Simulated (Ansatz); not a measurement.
# HCl with HCl: superposition error and deformation, part 2 of 3

Ansatz 0.2.0, Gaussian basis. Earlier steps stand in the parts before.

## (10) revPBE-D4/def2-TZVPPD

The inputs:

a/in.yaml

```yaml
crystal:
  periodic: [false, false, false]
  atoms:
    - {symbol: Cl, position_ang: [0.151077, -0.164994, -2.175738]}
    - {symbol: H, position_ang: [-0.273025, 0.017332, -0.975661]}
basis:
  gaussian: {orbitals: "def2-TZVPPD.json"}
hamiltonian: {xc: {name: revPBE}, dispersion: d4}
```

b/in.yaml

```yaml
crystal:
  periodic: [false, false, false]
  atoms:
    - {symbol: Cl, position_ang: [-0.551531, 0.232313, 1.477008]}
    - {symbol: H, position_ang: [0.673480, -0.084650, 1.674390]}
basis:
  gaussian: {orbitals: "def2-TZVPPD.json"}
hamiltonian: {xc: {name: revPBE}, dispersion: d4}
```

The same command starts each run, in its folder.

Launch:

```
ansatz run in.yaml --threads 2 --pin off --events-out ev --progress --plain --max-ram 5222MiB
```

Log of a, cut to the lines that bear on the results:

```text
Functional definition: revPBE
  name "revPBE"
  cite "Zhang & Yang, Phys. Rev. Lett. 80, 890 (1998) doi:10.1103/PhysRevLett.80.890"
  cite "Perdew, Burke & Ernzerhof, Phys. Rev. Lett. 77, 3865 (1996) doi:10.1103/PhysRevLett.77.3865"
[...]
383 factors; their error is unknown
[...]
mean field -12537.31079032 eV, -460.7376734497 hartree, gradient 5.6e-5 eV, S^2 0.000000; 0 other end points of the search recorded, 0 dependent functions left out
reference -12537.31085107 eV, -460.7376756824 hartree; 9, 9 occupied and 59, 59 virtual orbitals, 383 factors
Total energy: -12537.33407392 eV, -460.7385291061 hartree
```

Log of b, cut to the lines that bear on the results:

```text
[... 4 set-up lines as earlier in the session ...]
[...]
383 factors; their error is unknown
[...]
mean field -12537.30992175 eV, -460.7376415305 hartree, gradient 5.5e-5 eV, S^2 0.000000; 0 other end points of the search recorded, 0 dependent functions left out
reference -12537.30998249 eV, -460.7376437628 hartree; 9, 9 occupied and 59, 59 virtual orbitals, 383 factors
Total energy: -12537.33318618 eV, -460.7384964825 hartree
```

Wall times: 0.3 s (a), 0.3 s (b) on 2 threads of Intel Xeon Platinum 8259CL at 2.50GHz, shared host.

## (11) B97M-V/def2-TZVPPD

Each input of step 10 (a, b) changes in the same lines:

```diff
-hamiltonian: {xc: {name: revPBE}, dispersion: d4}
+hamiltonian: {xc: {name: B97M-V}}
```

Each run has its own folder and the same command.

Launch:

```
ansatz run in.yaml --threads 2 --pin off --events-out ev --progress --plain --max-ram 5222MiB
```

Output in a, cut to the lines that bear on the results:

```text
Functional definition: B97M-V
  name "B97M-V"
  cite "Mardirossian & Head-Gordon, J. Chem. Phys. 142, 074111 (2015) doi:10.1063/1.4907719"
[... 2 set-up lines as earlier in the session ...]
  # Of w^i u^j: cxij and so on, Table III.
[...]
  gx(w, u) = cx00 + cx01*u + cx02*u^2 + (cx10 + cx11*u)*w
[...]
  gos(w, u) = cos00 + cos01*u + cos03*u^3 + cos10*w + cos32*w^3*u^2
[...]
      + integral(e_c_pw_mod_opposite_spin*gos(b97_w_opposite, b97_u_opposite)) + vv10(b, c)
383 factors; their error is unknown
[...]
mean field -12536.26199284 eV, -460.6991308533 hartree, gradient 4.0e-5 eV, S^2 0.000000; 0 other end points of the search recorded, 0 dependent functions left out
reference -12536.26206393 eV, -460.6991334657 hartree; 9, 9 occupied and 59, 59 virtual orbitals, 383 factors
Total energy: -12536.26206393 eV, -460.6991334657 hartree
```

b printed, cut to the lines that bear on the results:

```text
[... 5 set-up lines as earlier in the session ...]
  # Of w^i u^j: cxij and so on, Table III.
[...]
  gx(w, u) = cx00 + cx01*u + cx02*u^2 + (cx10 + cx11*u)*w
[...]
  gos(w, u) = cos00 + cos01*u + cos03*u^3 + cos10*w + cos32*w^3*u^2
[...]
      + integral(e_c_pw_mod_opposite_spin*gos(b97_w_opposite, b97_u_opposite)) + vv10(b, c)
383 factors; their error is unknown
[...]
mean field -12536.26364333 eV, -460.6991915077 hartree, gradient 3.8e-5 eV, S^2 0.000000; 0 other end points of the search recorded, 0 dependent functions left out
reference -12536.26371440 eV, -460.6991941195 hartree; 9, 9 occupied and 59, 59 virtual orbitals, 383 factors
Total energy: -12536.26371440 eV, -460.6991941195 hartree
```

Times: 0.85 s (a), 0.9 s (b) on 2 threads of Intel Xeon Platinum 8259CL at 2.50GHz, shared host.

## (12) HSE06-D4/def2-TZVPPD

The same edit goes into each in.yaml of step 11 (a, b):

```diff
-hamiltonian: {xc: {name: B97M-V}}
+hamiltonian: {xc: hse06, dispersion: d4}
```

One command serves all of them, each in its own folder.

Launch:

```
ansatz run in.yaml --threads 2 --pin off --events-out ev --progress --plain --max-ram 5222MiB
```

Output in a, cut to the lines that bear on the results:

```text
Functional definition: HSE06
  name "HSE06"
  cite "Heyd, Scuseria & Ernzerhof, J. Chem. Phys. 118, 8207 (2003) doi:10.1063/1.1564060"
  cite "Krukau, Vydrov, Izmaylov & Scuseria, J. Chem. Phys. 125, 224106 (2006) doi:10.1063/1.2404663"
  cite "Heyd & Scuseria, J. Chem. Phys. 120, 7274 (2004) doi:10.1063/1.1668634"
  cite "Ernzerhof & Perdew, J. Chem. Phys. 109, 3313 (1998) doi:10.1063/1.476928"
[...]
393 factors; their error is unknown
31 factors; integrals over basis functions are off by at most 1.5e-4 eV
[...]
mean field -12535.16231117 eV, -460.6587182973 hartree, gradient 8.5e-5 eV, S^2 0.000000; 0 other end points of the search recorded, 0 dependent functions left out
reference -12535.16235811 eV, -460.6587200224 hartree; 9, 9 occupied and 59, 59 virtual orbitals, 393 factors
Total energy: -12535.16653629 eV, -460.6588735675 hartree
```

Output in b, cut to the lines that bear on the results:

```text
[... 6 set-up lines as earlier in the session ...]
[...]
393 factors; their error is unknown
31 factors; integrals over basis functions are off by at most 1.5e-4 eV
[...]
mean field -12535.16309903 eV, -460.6587472508 hartree, gradient 8.4e-5 eV, S^2 0.000000; 0 other end points of the search recorded, 0 dependent functions left out
reference -12535.16314596 eV, -460.6587489753 hartree; 9, 9 occupied and 59, 59 virtual orbitals, 393 factors
Total energy: -12535.16732043 eV, -460.6589023842 hartree
```

Times: 0.45 s (a), 0.45 s (b) on 2 threads of Intel Xeon Platinum 8259CL at 2.50GHz, shared host.

## (13) CCSD(T)/def2-TZVPPD

Each input of step 12 (a, b) changes in the same lines:

```diff
-hamiltonian: {xc: hse06, dispersion: d4}
+correlation: {method: ccsd_t}
```

One command serves all of them, each in its own folder.

Launch:

```
ansatz run in.yaml --threads 2 --pin off --events-out ev --progress --plain --max-ram 5222MiB
```

a printed, cut to the lines that bear on the results:

```text
Functional definition: HF
  name "HF"
  cite "Fock, Z. Phys. 61, 126 (1930) doi:10.1007/BF01340294"
[... 1 set-up line as earlier in the session ...]
[...]
386 factors; integrals over basis functions are off by at most 1.1e-3 eV
[...]
mean field -12519.95246075 eV, -460.0997666042 hartree, gradient 2.6e-6 eV, S^2 0.000000; 0 other end points of the search recorded, 0 dependent functions left out
5 core orbitals not correlated: weight in the atoms' cores, before any rotation towards them, 1.000 or more for the frozen orbitals, at most 0.000 for the correlated occupied ones
reference -12519.95246075 eV, -460.0997666042 hartree; 4, 4 occupied and 59, 59 virtual orbitals, 386 factors
second order -5.58207498 eV of doubles, -0.00000000 eV of singles
cycle   1  -5.99641883 eV  change   -4.1e-1 eV  update   4.0e-2
[...]
cycle   8  -6.13954583 eV  change    6.8e-7 eV  update   3.3e-6
perturbative correction -0.22645693 eV, -0.0083221385 hartree
Total energy: -12526.31846351 eV, -460.3337128904 hartree
```

b printed, cut to the lines that bear on the results:

```text
[... 4 set-up lines as earlier in the session ...]
[...]
386 factors; integrals over basis functions are off by at most 1.1e-3 eV
[...]
mean field -12519.95567567 eV, -460.0998847502 hartree, gradient 2.5e-6 eV, S^2 0.000000; 0 other end points of the search recorded, 0 dependent functions left out
5 core orbitals not correlated: weight in the atoms' cores, before any rotation towards them, 1.000 or more for the frozen orbitals, at most 0.000 for the correlated occupied ones
reference -12519.95567567 eV, -460.0998847502 hartree; 4, 4 occupied and 59, 59 virtual orbitals, 386 factors
second order -5.58090867 eV of doubles, -0.00000000 eV of singles
cycle   1  -5.99535380 eV  change   -4.1e-1 eV  update   4.0e-2
[...]
cycle   8  -6.13802128 eV  change    9.3e-7 eV  update   3.3e-6
perturbative correction -0.22612000 eV, -0.0083097569 hartree
Total energy: -12526.31981695 eV, -460.3337626285 hartree
```

Wall times: 0.5 s (a), 0.5 s (b) on 2 threads of Intel Xeon Platinum 8259CL at 2.50GHz, shared host.

## (14) Relaxing HCl alone

Contents of relax-a/in.yaml:

```yaml
crystal:
  periodic: [false, false, false]
  atoms:
    - {symbol: Cl, position_ang: [0.151077, -0.164994, -2.175738]}
    - {symbol: H, position_ang: [-0.273025, 0.017332, -0.975661]}
basis:
  gaussian: {orbitals: def2-TZVP}
hamiltonian: {xc: pbe0, dispersion: d4}
relax: {f_tol: 0.005, max_steps: 200}
```

Launch:

```
ansatz run in.yaml --threads 2 --pin off --events-out ev --progress --plain --max-ram 5222MiB
```

Standard output, cut to the lines that bear on the results:

```text
[... 5 set-up lines as earlier in the session ...]
[...]
312 factors; their error is unknown
[...]
mean field -12535.31568441 eV, -460.6643546601 hartree, gradient 4.2e-5 eV, S^2 0.000000; 0 other end points of the search recorded, 0 dependent functions left out
[...]
reference -12535.31647376 eV, -460.6643836680 hartree; 9, 9 occupied and 34, 34 virtual orbitals, 312 factors
Total energy: -12535.32105164 eV, -460.6645519021 hartree
Atom 0 at     0.149928    -0.164500    -2.172487 Å, force     0.000338    -0.000145    -0.000957 eV/Å
Atom 1 at    -0.271876     0.016838    -0.978912 Å, force    -0.000338     0.000145     0.000957 eV/Å
Dipole moment:    -0.086617     0.037238     0.245100 e Å
```

Wall time 0.9 s (2 threads of Intel Xeon Platinum 8259CL at 2.50GHz, shared host).

Step by step:

```csv
step,energy from step 1 (eV),largest force component (eV/Å)
1,0.0000,0.2056
2,-0.0006,0.0839
3,-0.0008,0.0010
```

The bond:

```csv
bond,before (Å),after (Å),change (Å)
Cl1–H2,1.286,1.279,-0.007
```

## (15) Relaxing HCl alone

Contents of relax-b/in.yaml:

```yaml
crystal:
  periodic: [false, false, false]
  atoms:
    - {symbol: Cl, position_ang: [-0.551531, 0.232313, 1.477008]}
    - {symbol: H, position_ang: [0.673480, -0.084650, 1.674390]}
basis:
  gaussian: {orbitals: def2-TZVP}
hamiltonian: {xc: pbe0, dispersion: d4}
relax: {f_tol: 0.005, max_steps: 200}
```

Launch:

```
ansatz run in.yaml --threads 2 --pin off --events-out ev --progress --plain --max-ram 5222MiB
```

Standard output, cut to the lines that bear on the results:

```text
[... 5 set-up lines as earlier in the session ...]
[...]
312 factors; their error is unknown
[...]
mean field -12535.31640554 eV, -460.6643811611 hartree, gradient 4.2e-5 eV, S^2 0.000000; 0 other end points of the search recorded, 0 dependent functions left out
[...]
reference -12535.31647375 eV, -460.6643836677 hartree; 9, 9 occupied and 34, 34 virtual orbitals, 312 factors
Total energy: -12535.32105166 eV, -460.6645519027 hartree
Atom 0 at    -0.550676     0.232092     1.477146 Å, force    -0.000069     0.000018    -0.000011 eV/Å
Atom 1 at     0.672625    -0.084429     1.674252 Å, force     0.000069    -0.000018     0.000011 eV/Å
Dipole moment:     0.251204    -0.064997     0.040476 e Å
```

Wall time 0.9 s (2 threads of Intel Xeon Platinum 8259CL at 2.50GHz, shared host).

Relaxation path:

```csv
step,energy from step 1 (eV),largest force component (eV/Å)
1,0.0000,0.0550
2,0.0000,0.0224
3,-0.0001,0.0001
```

The bond:

```csv
bond,before (Å),after (Å),change (Å)
Cl1–H2,1.281,1.279,-0.002
```

## (16) PBE-D4/def2-TZVPPD

Contents of free-a/in.yaml:

```yaml
crystal:
  periodic: [false, false, false]
  atoms:
    - {symbol: Cl, position_ang: [0.149928, -0.164500, -2.172487]}
    - {symbol: H, position_ang: [-0.271876, 0.016838, -0.978912]}
basis:
  gaussian: {orbitals: "def2-TZVPPD.json"}
hamiltonian: {xc: pbe, dispersion: d4}
```

Contents of free-b/in.yaml:

```yaml
crystal:
  periodic: [false, false, false]
  atoms:
    - {symbol: Cl, position_ang: [-0.550676, 0.232092, 1.477146]}
    - {symbol: H, position_ang: [0.672625, -0.084429, 1.674252]}
basis:
  gaussian: {orbitals: "def2-TZVPPD.json"}
hamiltonian: {xc: pbe, dispersion: d4}
```

One command serves all of them, each in its own folder.

Launch:

```
ansatz run in.yaml --threads 2 --pin off --events-out ev --progress --plain --max-ram 5222MiB
```

Log of free-a, cut to the lines that bear on the results:

```text
[... 4 set-up lines as earlier in the session ...]
[...]
383 factors; their error is unknown
[...]
mean field -12534.35578912 eV, -460.6290791587 hartree, gradient 5.2e-5 eV, S^2 0.000000; 0 other end points of the search recorded, 0 dependent functions left out
reference -12534.35583787 eV, -460.6290809501 hartree; 9, 9 occupied and 59, 59 virtual orbitals, 383 factors
Total energy: -12534.36149900 eV, -460.6292889929 hartree
```

Log of free-b, cut to the lines that bear on the results:

```text
[... 4 set-up lines as earlier in the session ...]
[...]
383 factors; their error is unknown
[...]
mean field -12534.35579845 eV, -460.6290795014 hartree, gradient 5.2e-5 eV, S^2 0.000000; 0 other end points of the search recorded, 0 dependent functions left out
reference -12534.35584719 eV, -460.6290812928 hartree; 9, 9 occupied and 59, 59 virtual orbitals, 383 factors
Total energy: -12534.36150836 eV, -460.6292893367 hartree
```

Times: 0.3 s (free-a), 0.3 s (free-b) on 2 threads of Intel Xeon Platinum 8259CL at 2.50GHz, shared host.

## (17) r2SCAN-D4/def2-TZVPPD

The same edit goes into each in.yaml of step 16 (free-a, free-b):

```diff
-hamiltonian: {xc: pbe, dispersion: d4}
+hamiltonian: {xc: r2scan, dispersion: d4}
```

One command serves all of them, each in its own folder.

Launch:

```
ansatz run in.yaml --threads 2 --pin off --events-out ev --progress --plain --max-ram 5222MiB
```

free-a printed, cut to the lines that bear on the results:

```text
[... 5 set-up lines as earlier in the session ...]
[...]
383 factors; their error is unknown
[...]
mean field -12538.65085318 eV, -460.7869198517 hartree, gradient 4.4e-6 eV, S^2 0.000000; 0 other end points of the search recorded, 0 dependent functions left out
reference -12538.65087017 eV, -460.7869204758 hartree; 9, 9 occupied and 59, 59 virtual orbitals, 383 factors
Total energy: -12538.65213611 eV, -460.7869669984 hartree
```

Log of free-b, cut to the lines that bear on the results:

```text
[... 5 set-up lines as earlier in the session ...]
[...]
383 factors; their error is unknown
[...]
mean field -12538.65085342 eV, -460.7869198605 hartree, gradient 4.4e-6 eV, S^2 0.000000; 0 other end points of the search recorded, 0 dependent functions left out
reference -12538.65087040 eV, -460.7869204846 hartree; 9, 9 occupied and 59, 59 virtual orbitals, 383 factors
Total energy: -12538.65213635 eV, -460.7869670074 hartree
```

Wall times: 0.7 s (free-a), 0.7 s (free-b) on 2 threads of Intel Xeon Platinum 8259CL at 2.50GHz, shared host.

## (18) PBE0-D4/def2-TZVPPD

The same edit goes into each in.yaml of step 17 (free-a, free-b):

```diff
-hamiltonian: {xc: r2scan, dispersion: d4}
+hamiltonian: {xc: pbe0, dispersion: d4}
+output: {orbitals: {seedname: orbitals}}
```

Each run has its own folder and the same command.

Launch:

```
ansatz run in.yaml --threads 2 --pin off --events-out ev --progress --plain --max-ram 5222MiB
```

Output in free-a, cut to the lines that bear on the results:

```text
[... 5 set-up lines as earlier in the session ...]
[...]
393 factors; their error is unknown
[...]
mean field -12535.37950666 eV, -460.6667000844 hartree, gradient 1.8e-5 eV, S^2 0.000000; 0 other end points of the search recorded, 0 dependent functions left out
reference -12535.37954206 eV, -460.6667013854 hartree; 9, 9 occupied and 59, 59 virtual orbitals, 393 factors
Total energy: -12535.38411995 eV, -460.6668696195 hartree
```

free-b printed, cut to the lines that bear on the results:

```text
[... 5 set-up lines as earlier in the session ...]
[...]
393 factors; their error is unknown
[...]
mean field -12535.37950603 eV, -460.6667000611 hartree, gradient 1.8e-5 eV, S^2 0.000000; 0 other end points of the search recorded, 0 dependent functions left out
reference -12535.37954143 eV, -460.6667013621 hartree; 9, 9 occupied and 59, 59 virtual orbitals, 393 factors
Total energy: -12535.38411934 eV, -460.6668695971 hartree
```

They took 0.35 s (free-a), 0.35 s (free-b) on 2 threads of Intel Xeon Platinum 8259CL at 2.50GHz, shared host.

[end of part 2 of 3]
